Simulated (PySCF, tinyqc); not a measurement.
Worked calculation: RHF in the sto-3g basis, for HF, spin multiplicity 1. The lowest restricted solution is unstable here: a spin-polarised one lies 0.1511 hartree lower (PySCF). Computed by tinyqc, a small Python program that keeps every step (integrals from PySCF). Settings: charge = 0, multiplicity = 1, basis = sto-3g, energy threshold = 1e-09, iteration cap = 70, orthogonalisation = canonical, start = highest core orbitals, DIIS depth = 4, method = RHF. Command: `OMP_NUM_THREADS=1 python tinyqc.py 22886 22887 out.jsonl` (the two numbers bound the seeds that draw the settings). One thread of a shared host (Intel(R) Xeon(R) Processor @ 2.60GHz), about 0.07 s of CPU time with the checks. Later iterations appear only in the table of the cycle.

## One-electron integrals

Geometry (angstrom):
```
atom        x        y        z
F     0.00000  0.00000  0.00000
H     0.00000  0.00000  1.81200
```

Basis sto-3g: exponents (1/bohr^2) and contraction coefficients of normalised primitives:
```
element  l (shell)   exponent  coefficient
F            s (1)  166.67913      0.15433
F            s (1)   30.36081      0.53533
F            s (1)    8.21682      0.44463
F            s (2)    6.46480     -0.09997
F            s (2)    1.50228      0.39951
F            s (2)    0.48859      0.70012
F            p (3)    6.46480      0.15592
F            p (3)    1.50228      0.60768
F            p (3)    0.48859      0.39196
H            s (1)    3.42525      0.15433
H            s (1)    0.62391      0.53533
H            s (1)    0.16886      0.44463
```

Overlap, kinetic and nuclear-attraction integrals over the contracted functions; the nuclear repulsion is the sum of Za Zb / Rab.

nuclear repulsion = 2.6283636 hartree

overlap S, order 1F 1s, 1F 2s, 1F 2px, 1F 2py, 1F 2pz, 2H 1s:
$$\begin{pmatrix}
1.00000 & 0.23799 & 0.00000 & 0.00000 & 0.00000 & 0.00641 \\
0.23799 & 1.00000 & 0.00000 & 0.00000 & 0.00000 & 0.08759 \\
0.00000 & 0.00000 & 1.00000 & 0.00000 & 0.00000 & 0.00000 \\
0.00000 & 0.00000 & 0.00000 & 1.00000 & 0.00000 & 0.00000 \\
0.00000 & 0.00000 & 0.00000 & 0.00000 & 1.00000 & 0.08642 \\
0.00641 & 0.08759 & 0.00000 & 0.00000 & 0.08642 & 1.00000
\end{pmatrix}$$

kinetic energy T (hartree), order 1F 1s, 1F 2s, 1F 2px, 1F 2py, 1F 2pz, 2H 1s:
$$\begin{pmatrix}
36.98458 & -0.21286 & 0.00000 & 0.00000 & 0.00000 & -0.00178 \\
-0.21286 & 1.03800 & 0.00000 & 0.00000 & 0.00000 & -0.01903 \\
0.00000 & 0.00000 & 3.24801 & 0.00000 & 0.00000 & 0.00000 \\
0.00000 & 0.00000 & 0.00000 & 3.24801 & 0.00000 & 0.00000 \\
0.00000 & 0.00000 & 0.00000 & 0.00000 & 3.24801 & -0.00593 \\
-0.00178 & -0.01903 & 0.00000 & 0.00000 & -0.00593 & 0.76003
\end{pmatrix}$$

nuclear attraction V (hartree), order 1F 1s, 1F 2s, 1F 2px, 1F 2py, 1F 2pz, 2H 1s:
$$\begin{pmatrix}
-77.30162 & -9.24631 & 0.00000 & 0.00000 & -0.00386 & -0.25536 \\
-9.24631 & -11.83324 & 0.00000 & 0.00000 & -0.04825 & -0.67058 \\
0.00000 & 0.00000 & -11.73508 & 0.00000 & 0.00000 & 0.00000 \\
0.00000 & 0.00000 & 0.00000 & -11.73508 & 0.00000 & 0.00000 \\
-0.00386 & -0.04825 & 0.00000 & 0.00000 & -11.75237 & -0.53891 \\
-0.25536 & -0.67058 & 0.00000 & 0.00000 & -0.53891 & -3.85242
\end{pmatrix}$$

core Hamiltonian H = T + V (hartree), order 1F 1s, 1F 2s, 1F 2px, 1F 2py, 1F 2pz, 2H 1s:
$$\begin{pmatrix}
-40.31704 & -9.45917 & 0.00000 & 0.00000 & -0.00386 & -0.25714 \\
-9.45917 & -10.79524 & 0.00000 & 0.00000 & -0.04825 & -0.68961 \\
0.00000 & 0.00000 & -8.48707 & 0.00000 & 0.00000 & 0.00000 \\
0.00000 & 0.00000 & 0.00000 & -8.48707 & 0.00000 & 0.00000 \\
-0.00386 & -0.04825 & 0.00000 & 0.00000 & -8.50435 & -0.54483 \\
-0.25714 & -0.68961 & 0.00000 & 0.00000 & -0.54483 & -3.09239
\end{pmatrix}$$

## Two-electron integrals

Functions are numbered as in S; the eight-fold symmetry (ij|kl) = (ji|kl) = (kl|ij) leaves the list below.

Two-electron integrals (ij|kl) in chemists' order, unique and non-zero (hartree):
```
(11|11) 5.40350   (21|11) 0.84192   (21|21) 0.15630   (22|11) 1.26803
(22|21) 0.29234   (22|22) 0.92617   (31|31) 0.02800   (32|31) 0.04317
(32|32) 0.20459   (33|11) 1.26450   (33|21) 0.29240   (33|22) 0.92596
(33|33) 0.99751   (41|41) 0.02800   (42|41) 0.04317   (42|42) 0.20459
(43|43) 0.05377   (44|11) 1.26450   (44|21) 0.29240   (44|22) 0.92596
(44|33) 0.88997   (44|44) 0.99751   (51|51) 0.02800   (52|51) 0.04317
(52|52) 0.20459   (53|53) 0.05377   (54|54) 0.05377   (55|11) 1.26450
(55|21) 0.29240   (55|22) 0.92596   (55|33) 0.88997   (55|44) 0.88997
(55|55) 0.99751   (61|11) 0.02297   (61|21) 0.00423   (61|22) 0.00787
(61|33) 0.00786   (61|44) 0.00786   (61|51) 0.00016   (61|52) 0.00031
(61|55) 0.00789   (61|61) 0.00012   (62|11) 0.06989   (62|21) 0.01638
(62|22) 0.05954   (62|33) 0.05873   (62|44) 0.05873   (62|51) 0.00109
(62|52) 0.00929   (62|55) 0.06111   (62|61) 0.00045   (62|62) 0.00518
(63|31) 0.00157   (63|32) 0.00992   (63|53) 0.00191   (63|63) 0.00073
(64|41) 0.00157   (64|42) 0.00992   (64|54) 0.00191   (64|64) 0.00073
(65|11) 0.05443   (65|21) 0.01290   (65|22) 0.05031   (65|33) 0.04846
(65|44) 0.04846   (65|51) 0.00221   (65|52) 0.01642   (65|55) 0.05396
(65|61) 0.00036   (65|62) 0.00537   (65|65) 0.00623   (66|11) 0.29174
(66|21) 0.06943   (66|22) 0.29123   (66|33) 0.28583   (66|44) 0.28583
(66|51) 0.00382   (66|52) 0.04723   (66|55) 0.30199   (66|61) 0.00190
(66|62) 0.03561   (66|65) 0.04381   (66|66) 0.77461
```

## Orthogonalisation

S = U s U^T; canonical form X = U s^(-1/2), so that X^T S X = 1. Each column of U has its largest component positive (the first on a tie).

eigenvalues of S: [0.74667, 0.91723, 1.00000, 1.00000, 1.07823, 1.25787]

X, order 1F 1s, 1F 2s, 1F 2px, 1F 2py, 1F 2pz, 2H 1s:
$$\begin{pmatrix}
-0.75861 & 0.28280 & 0.00000 & 0.00000 & -0.26125 & 0.58014 \\
0.81551 & -0.07968 & 0.00000 & 0.00000 & -0.10254 & 0.62175 \\
0.00000 & 0.00000 & 0.99976 & 0.02213 & 0.00000 & 0.00000 \\
0.00000 & 0.00000 & -0.02213 & 0.99976 & 0.00000 & 0.00000 \\
0.10145 & 0.72359 & 0.00000 & 0.00000 & 0.68297 & 0.08518 \\
-0.29738 & -0.69306 & 0.00000 & 0.00000 & 0.61824 & 0.25417
\end{pmatrix}$$

Within a degenerate level the vectors are fixed only up to a rotation; this is one choice.

## Starting guess

The start is the highest orbitals of the core Hamiltonian (a deliberately bad start); D = 2 C_occ C_occ^T.

D at the start, order 1F 1s, 1F 2s, 1F 2px, 1F 2py, 1F 2pz, 2H 1s:
$$\begin{pmatrix}
0.11618 & -0.49810 & 0.00000 & 0.00000 & -0.00286 & 0.03046 \\
-0.49810 & 2.13694 & 0.00000 & 0.00000 & 0.01602 & -0.18531 \\
0.00000 & 0.00000 & 2.00000 & 0.00000 & 0.00000 & 0.00000 \\
0.00000 & 0.00000 & 0.00000 & 2.00000 & 0.00000 & 0.00000 \\
-0.00286 & 0.01602 & 0.00000 & 0.00000 & 2.01517 & -0.17554 \\
0.03046 & -0.18531 & 0.00000 & 0.00000 & -0.17554 & 2.03120
\end{pmatrix}$$

## Iteration 1: building the Fock matrix

J_ij = sum D_kl (ij|kl), K_ij = sum D_kl (ik|jl); F = H + J - 0.5 K; E = tr D H + tr D J / 2 - 0.25 tr D K + E_nn.

Coulomb J (hartree), order 1F 1s, 1F 2s, 1F 2px, 1F 2py, 1F 2pz, 2H 1s:
$$\begin{pmatrix}
10.65395 & 2.45636 & 0.00000 & 0.00000 & 0.00780 & 0.06622 \\
2.45636 & 7.95736 & 0.00000 & 0.00000 & 0.09305 & 0.54597 \\
0.00000 & 0.00000 & 7.94505 & 0.00000 & 0.00000 & 0.00000 \\
0.00000 & 0.00000 & 0.00000 & 7.94505 & 0.00000 & 0.00000 \\
0.00780 & 0.09305 & 0.00000 & 0.00000 & 7.97668 & 0.48888 \\
0.06622 & 0.54597 & 0.00000 & 0.00000 & 0.48888 & 3.88539
\end{pmatrix}$$

exchange K (hartree), order 1F 1s, 1F 2s, 1F 2px, 1F 2py, 1F 2pz, 2H 1s:
$$\begin{pmatrix}
0.29149 & 0.27118 & 0.00000 & 0.00000 & -0.00014 & 0.01064 \\
0.27118 & 2.92291 & 0.00000 & 0.00000 & 0.00383 & 0.19966 \\
0.00000 & 0.00000 & 2.60559 & 0.00000 & 0.00000 & 0.00000 \\
0.00000 & 0.00000 & 0.00000 & 2.60559 & 0.00000 & 0.00000 \\
-0.00014 & 0.00383 & 0.00000 & 0.00000 & 2.61044 & 0.16202 \\
0.01064 & 0.19966 & 0.00000 & 0.00000 & 0.16202 & 1.57118
\end{pmatrix}$$

Fock matrix F (hartree), order 1F 1s, 1F 2s, 1F 2px, 1F 2py, 1F 2pz, 2H 1s:
$$\begin{pmatrix}
-29.80884 & -7.13840 & 0.00000 & 0.00000 & 0.00401 & -0.19624 \\
-7.13840 & -4.29933 & 0.00000 & 0.00000 & 0.04289 & -0.24347 \\
0.00000 & 0.00000 & -1.84481 & 0.00000 & 0.00000 & 0.00000 \\
0.00000 & 0.00000 & 0.00000 & -1.84481 & 0.00000 & 0.00000 \\
0.00401 & 0.04289 & 0.00000 & 0.00000 & -1.83289 & -0.13696 \\
-0.19624 & -0.24347 & 0.00000 & 0.00000 & -0.13696 & 0.00741
\end{pmatrix}$$

total energy of this density = -43.2400533 hartree

## Iteration 1: diagonalisation and new density

Diagonalise F' = X^T F X, C = X C', fill 5 alpha and 5 beta electrons from the bottom; D = 2 C_occ C_occ^T. Each column has its largest component positive (the first on a tie).

F' = X^T F X (hartree):
$$\begin{pmatrix}
-11.15545 & 4.57070 & 0.00000 & 0.00000 & -4.72396 & 10.98402 \\
4.57070 & -2.86157 & 0.00000 & 0.00000 & 1.23955 & -5.53863 \\
0.00000 & 0.00000 & -1.84481 & 0.00000 & 0.00000 & 0.00000 \\
0.00000 & 0.00000 & 0.00000 & -1.84481 & 0.00000 & 0.00000 \\
-4.72396 & 1.23955 & 0.00000 & 0.00000 & -3.34319 & 6.11449 \\
10.98402 & -5.53863 & 0.00000 & 0.00000 & 6.11449 & -16.99280
\end{pmatrix}$$

orbital energies (hartree): MO1 -29.80892, MO2 -2.74789, MO3 -1.84481, MO4 -1.84481, MO5 -1.83106, MO6 0.03485

coefficients C, order 1F 1s, 1F 2s, 1F 2px, 1F 2py, 1F 2pz, 2H 1s:
$$\begin{pmatrix}
0.99959 & -0.24663 & 0.00000 & 0.00000 & -0.01154 & 0.01200 \\
0.00173 & 1.02957 & 0.00000 & 0.00000 & 0.04907 & -0.07787 \\
0.00000 & 0.00000 & -0.17788 & 0.98405 & 0.00000 & 0.00000 \\
0.00000 & 0.00000 & 0.98405 & 0.17788 & 0.00000 & 0.00000 \\
-0.00015 & -0.04571 & 0.00000 & 0.00000 & 0.99976 & -0.07728 \\
0.00004 & -0.01329 & 0.00000 & 0.00000 & -0.01051 & 1.00763
\end{pmatrix}$$

D after iteration 1, order 1F 1s, 1F 2s, 1F 2px, 1F 2py, 1F 2pz, 2H 1s:
$$\begin{pmatrix}
2.12027 & -0.50552 & 0.00000 & 0.00000 & -0.00083 & 0.00689 \\
-0.50552 & 2.12486 & 0.00000 & 0.00000 & 0.00398 & -0.02839 \\
0.00000 & 0.00000 & 2.00000 & 0.00000 & 0.00000 & 0.00000 \\
0.00000 & 0.00000 & 0.00000 & 2.00000 & 0.00000 & 0.00000 \\
-0.00083 & 0.00398 & 0.00000 & 0.00000 & 2.00323 & -0.01981 \\
0.00689 & -0.02839 & 0.00000 & 0.00000 & -0.01981 & 0.00057
\end{pmatrix}$$

Within a degenerate level the vectors are fixed only up to a rotation; this is one choice.

## Iteration 2: building the Fock matrix

As before.

Coulomb J (hartree), order 1F 1s, 1F 2s, 1F 2px, 1F 2py, 1F 2pz, 2H 1s:
$$\begin{pmatrix}
20.88548 & 4.00228 & 0.00000 & 0.00000 & 0.00015 & 0.10838 \\
4.00228 & 9.91460 & 0.00000 & 0.00000 & 0.00041 & 0.61509 \\
0.00000 & 0.00000 & 9.90579 & 0.00000 & 0.00000 & 0.00000 \\
0.00000 & 0.00000 & 0.00000 & 9.90579 & 0.00000 & 0.00000 \\
0.00015 & 0.00041 & 0.00000 & 0.00000 & 9.90579 & 0.51079 \\
0.10838 & 0.61509 & 0.00000 & 0.00000 & 0.51079 & 2.91259
\end{pmatrix}$$

exchange K (hartree), order 1F 1s, 1F 2s, 1F 2px, 1F 2py, 1F 2pz, 2H 1s:
$$\begin{pmatrix}
11.10590 & 1.94520 & 0.00000 & 0.00000 & 0.00006 & 0.05672 \\
1.94520 & 3.22846 & 0.00000 & 0.00000 & 0.00109 & 0.18710 \\
0.00000 & 0.00000 & 2.66010 & 0.00000 & 0.00000 & 0.00000 \\
0.00000 & 0.00000 & 0.00000 & 2.66010 & 0.00000 & 0.00000 \\
0.00006 & 0.00109 & 0.00000 & 0.00000 & 2.66073 & 0.12786 \\
0.05672 & 0.18710 & 0.00000 & 0.00000 & 0.12786 & 0.02294
\end{pmatrix}$$

Fock matrix F (hartree), order 1F 1s, 1F 2s, 1F 2px, 1F 2py, 1F 2pz, 2H 1s:
$$\begin{pmatrix}
-24.98451 & -6.42949 & 0.00000 & 0.00000 & -0.00374 & -0.17712 \\
-6.42949 & -2.49487 & 0.00000 & 0.00000 & -0.04839 & -0.16806 \\
0.00000 & 0.00000 & 0.08867 & 0.00000 & 0.00000 & 0.00000 \\
0.00000 & 0.00000 & 0.00000 & 0.08867 & 0.00000 & 0.00000 \\
-0.00374 & -0.04839 & 0.00000 & 0.00000 & 0.07108 & -0.09798 \\
-0.17712 & -0.16806 & 0.00000 & 0.00000 & -0.09798 & -0.19127
\end{pmatrix}$$

total energy of this density = -97.8986256 hartree

## Iteration 2: DIIS over 2 matrices

error matrix X^T (FDS - SDF) X:
$$\begin{pmatrix}
0.00000 & -0.05367 & 0.00000 & 0.00000 & 0.11931 & 0.04757 \\
0.05367 & 0.00000 & 0.00000 & 0.00000 & 0.16990 & 0.06499 \\
0.00000 & 0.00000 & 0.00000 & 0.00000 & 0.00000 & 0.00000 \\
0.00000 & 0.00000 & 0.00000 & 0.00000 & 0.00000 & 0.00000 \\
-0.11931 & -0.16990 & 0.00000 & 0.00000 & 0.00000 & 0.00611 \\
-0.04757 & -0.06499 & 0.00000 & 0.00000 & -0.00611 & 0.00000
\end{pmatrix}$$

B (overlaps of the stored error matrices):
$$\begin{pmatrix}
2.2335200e-01 & -9.7024357e-04 \\
-9.7024357e-04 & 1.0500824e-01
\end{pmatrix}$$

Minimise |sum c_i e_i|^2 with sum c_i = 1: solve [B -1; -1 0][c; lambda] = [0; -1] with B_ij = tr e_i^T e_j, and take F = sum c_i F_i.

DIIS coefficients: [0.32085, 0.67915]

extrapolated F (hartree), order 1F 1s, 1F 2s, 1F 2px, 1F 2py, 1F 2pz, 2H 1s:
$$\begin{pmatrix}
-26.53242 & -6.65695 & 0.00000 & 0.00000 & -0.00125 & -0.18325 \\
-6.65695 & -3.07384 & 0.00000 & 0.00000 & -0.01910 & -0.19226 \\
0.00000 & 0.00000 & -0.53170 & 0.00000 & 0.00000 & 0.00000 \\
0.00000 & 0.00000 & 0.00000 & -0.53170 & 0.00000 & 0.00000 \\
-0.00125 & -0.01910 & 0.00000 & 0.00000 & -0.53982 & -0.11049 \\
-0.18325 & -0.19226 & 0.00000 & 0.00000 & -0.11049 & -0.12753
\end{pmatrix}$$

## Iteration 2: diagonalisation and new density

As before.

F' = X^T F X (hartree):
$$\begin{pmatrix}
-9.07924 & 3.93252 & 0.00000 & 0.00000 & -4.14024 & 10.17375 \\
3.93252 & -2.02222 & 0.00000 & 0.00000 & 1.71340 & -4.94983 \\
0.00000 & 0.00000 & -0.53170 & 0.00000 & 0.00000 & 0.00000 \\
0.00000 & 0.00000 & 0.00000 & -0.53170 & 0.00000 & 0.00000 \\
-4.14024 & 1.71340 & 0.00000 & 0.00000 & -2.50708 & 5.48734 \\
10.17375 & -4.94983 & 0.00000 & 0.00000 & 5.48734 & -15.05428
\end{pmatrix}$$

orbital energies (hartree): MO1 -26.53740, MO2 -1.48826, MO3 -0.54802, MO4 -0.53170, MO5 -0.53170, MO6 -0.08915

coefficients C, order 1F 1s, 1F 2s, 1F 2px, 1F 2py, 1F 2pz, 2H 1s:
$$\begin{pmatrix}
0.99644 & -0.25879 & 0.00808 & 0.00000 & 0.00000 & 0.01863 \\
0.01456 & 1.02793 & -0.03615 & 0.00000 & 0.00000 & -0.10167 \\
0.00000 & 0.00000 & 0.00000 & 0.45541 & 0.89028 & 0.00000 \\
0.00000 & 0.00000 & 0.00000 & 0.89028 & -0.45541 & 0.00000 \\
0.00012 & 0.02010 & 0.97840 & 0.00000 & 0.00000 & -0.22340 \\
-0.00069 & 0.01345 & 0.13793 & 0.00000 & 0.00000 & 0.99820
\end{pmatrix}$$

D after iteration 2, order 1F 1s, 1F 2s, 1F 2px, 1F 2py, 1F 2pz, 2H 1s:
$$\begin{pmatrix}
2.11986 & -0.50360 & 0.00000 & 0.00000 & 0.00564 & -0.00611 \\
-0.50360 & 2.11631 & 0.00000 & 0.00000 & -0.02941 & 0.01766 \\
0.00000 & 0.00000 & 2.00000 & 0.00000 & 0.00000 & 0.00000 \\
0.00000 & 0.00000 & 0.00000 & 2.00000 & 0.00000 & 0.00000 \\
0.00564 & -0.02941 & 0.00000 & 0.00000 & 1.91536 & 0.27045 \\
-0.00611 & 0.01766 & 0.00000 & 0.00000 & 0.27045 & 0.03841
\end{pmatrix}$$

Within a degenerate level the vectors are fixed only up to a rotation; this is one choice.

## Iteration 16 (converged): orbitals

converged F (hartree), order 1F 1s, 1F 2s, 1F 2px, 1F 2py, 1F 2pz, 2H 1s:
$$\begin{pmatrix}
-25.92072 & -6.62556 & 0.00000 & 0.00000 & -0.00640 & -0.18335 \\
-6.62556 & -3.00631 & 0.00000 & 0.00000 & 0.00333 & -0.21944 \\
0.00000 & 0.00000 & -0.46518 & 0.00000 & 0.00000 & 0.00000 \\
0.00000 & 0.00000 & 0.00000 & -0.46518 & 0.00000 & 0.00000 \\
-0.00640 & 0.00333 & 0.00000 & 0.00000 & -0.13591 & -0.23935 \\
-0.18335 & -0.21944 & 0.00000 & 0.00000 & -0.23935 & -0.13297
\end{pmatrix}$$

As before.

F' = X^T F X (hartree):
$$\begin{pmatrix}
-8.69205 & 3.90177 & 0.00000 & 0.00000 & -3.98125 & 9.94510 \\
3.90177 & -1.64383 & 0.00000 & 0.00000 & 1.87026 & -4.81904 \\
0.00000 & 0.00000 & -0.46518 & 0.00000 & 0.00000 & 0.00000 \\
0.00000 & 0.00000 & 0.00000 & -0.46518 & 0.00000 & 0.00000 \\
-3.98125 & 1.87026 & 0.00000 & 0.00000 & -2.38326 & 5.37448 \\
9.94510 & -4.81904 & 0.00000 & 0.00000 & 5.37448 & -14.80941
\end{pmatrix}$$

orbital energies (hartree): MO1 -25.92976, MO2 -1.39342, MO3 -0.46518, MO4 -0.46518, MO5 -0.33487, MO6 0.12950

coefficients C, order 1F 1s, 1F 2s, 1F 2px, 1F 2py, 1F 2pz, 2H 1s:
$$\begin{pmatrix}
0.99511 & -0.26322 & 0.00000 & 0.00000 & 0.01858 & 0.02034 \\
0.01982 & 1.02456 & 0.00000 & 0.00000 & -0.09155 & -0.09996 \\
0.00000 & 0.00000 & -0.02916 & 0.99957 & 0.00000 & 0.00000 \\
0.00000 & 0.00000 & 0.99957 & 0.02916 & 0.00000 & 0.00000 \\
0.00032 & -0.00001 & 0.00000 & 0.00000 & 0.69902 & -0.72039 \\
-0.00094 & 0.04273 & 0.00000 & 0.00000 & 0.65897 & 0.76127
\end{pmatrix}$$

D after iteration 16, order 1F 1s, 1F 2s, 1F 2px, 1F 2py, 1F 2pz, 2H 1s:
$$\begin{pmatrix}
2.11973 & -0.50333 & 0.00000 & 0.00000 & 0.02661 & 0.00011 \\
-0.50333 & 2.11700 & 0.00000 & 0.00000 & -0.12800 & -0.03313 \\
0.00000 & 0.00000 & 2.00000 & 0.00000 & 0.00000 & 0.00000 \\
0.00000 & 0.00000 & 0.00000 & 2.00000 & 0.00000 & 0.00000 \\
0.02661 & -0.12800 & 0.00000 & 0.00000 & 0.97726 & 0.92127 \\
0.00011 & -0.03313 & 0.00000 & 0.00000 & 0.92127 & 0.87215
\end{pmatrix}$$

Within a degenerate level the vectors are fixed only up to a rotation; this is one choice.

## Convergence

Stop when the energy changes by less than 1e-09 hartree and every element of the error matrix X^T (F D S - S D F) X is below 9e-06.

Course of the cycle:
```
iteration  E (hartree)     change  largest element of the error matrix
1          -43.2400533          -                             3.04e-01
2          -97.8986256  -5.47e+01                             1.70e-01
3          -97.9824012  -8.38e-02                             2.95e-01
4          -98.0533315  -7.09e-02                             3.40e-01
5          -97.7600837   2.93e-01                             1.40e-14
6          -97.9205952  -1.61e-01                             2.10e-01
7          -97.9205952  -1.42e-14                             2.10e-01
8          -97.9205952   8.53e-14                             2.10e-01
9          -97.9205952  -1.42e-14                             2.10e-01
10         -98.0296972  -1.09e-01                             4.14e-01
11         -98.2699328  -2.40e-01                             2.10e-01
12         -98.2984190  -2.85e-02                             1.07e-01
13         -98.3065828  -8.16e-03                             3.46e-02
14         -98.3075268  -9.44e-04                             1.24e-03
15         -98.3075280  -1.19e-06                             5.20e-06
16         -98.3075280  -2.16e-11                             1.16e-07
```

PySCF RHF in the same basis = -98.3075280 hartree

Converged in 16 iterations.

## Populations, bond orders and dipole

Mulliken: Z minus the diagonal of D S on the atom; Loewdin: the same with S^(1/2) D S^(1/2); Mayer order: 2 sum_s sum (D(s) S)_ij (D(s) S)_ji over the two atoms.

Charges (e):
```
atom  Mulliken   Loewdin
1F    -0.05113  -0.04905
2H     0.05113   0.04905
```

Mayer bond orders:
```
pair    order
2-1   0.99739
```

dipole moment about the origin, x y z (debye): [0.00000, 0.00000, 0.79276]
